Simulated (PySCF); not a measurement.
Compound: C4H5N2 (charge -1).
Structure used (GFN2-xTB), in Å, numbered top down from 1:
```
atom  x, y, z in Å
C1    -1.718    0.026    0.110
C2    -0.242   -0.215    0.016
C3     0.784    0.730   -0.053
C4     1.928   -0.059   -0.130
N5     1.606   -1.354   -0.109
N6     0.272   -1.450   -0.019
H7    -1.961    0.663    0.967
H8    -2.098    0.521   -0.790
H9    -2.235   -0.926    0.225
H10    0.707    1.810   -0.045
H11    2.963    0.255   -0.198
```

NICS is the negative of the GIAO shielding at a point without a nucleus: at the ring centre (0) and 1 Å above and below it (1); zz is the component along the ring normal. Level: GIAO PBE0/pcSseg-1 (PySCF, non-relativistic, gas phase) on the GFN2-xTB geometry, one conformer.

Ring bond lengths (Å), with Mayer bond orders in brackets: C2–C3 1.397 (1.34), C3–C4 1.391 (1.39), C4–N5 1.334 (1.51), N5–N6 1.340 (1.30), N6–C2 1.338 (1.50).

Task: Give the NICS values of each ring in ppm.

Result: 
```csv
ring,type,NICS(0),"NICS(1), two faces","NICS(1)zz, two faces",rms pucker (Å),"centre to ring atoms, mean (Å)"
C2–C3–C4–N5–N6,5-membered ring with 2 N; formal bonds all aromatic,-12.2,-12.8 / -12.9,-33.5 / -33.7,0.00,1.16
```

Task: What can be read from them?

Result: 
- C2–C3–C4–N5–N6: mean NICS(1)zz -33.6 ppm, shielded, aromatic by this magnetic criterion (flat ring, no four-coordinate atom).

Task: How equal are the bonds by HOMA? HOMA takes Krygowski's 1993 parameters.

Result: 
- C2–C3–C4–N5–N6: HOMA 0.97; the largest term is that of N5–N6, α(R − Ropt)² = 0.13. The geometric and the magnetic index point the same way.

Task: Give the inner angles of the rings and the Hirshfeld charges of the ring atoms.

Result: 
- C2–C3–C4–N5–N6: C2 110.0° (-0.044 e), C3 102.9° (-0.194 e), C4 110.6° (-0.125 e), N5 108.1° (-0.271 e), N6 108.5° (-0.259 e); sum 540.0° against 540° for a flat convex ring.

Task: How shielded are the nuclei of the rings and their hydrogens (means over atoms taken as equivalent)?

Result: 
| atoms | environment | σ isotropic (ppm) | principal values of the symmetric part, first atom (ppm) |
| --- | --- | --- | --- |
| C2 | substituted aromatic carbon | 47.0 | -49.6, 61.8, 128.8 |
| C3 | aromatic CH carbon | 89.9 | 10.2, 103.6, 156.1 |
| C4 | aromatic CH next to a ring nitrogen | 49.5 | -48.9, 76.8, 120.6 |
| N5 | two-coordinate ring nitrogen | -98.0 | -328.5, -135.9, 170.4 |
| N6 | ring nitrogen | -101.8 | -307.6, -147.6, 149.8 |
| H10 | aromatic hydrogen | 26.13 | 25.1, 25.8, 27.4 |
| H11 | aromatic hydrogen | 24.56 | 23.2, 24.6, 25.8 |
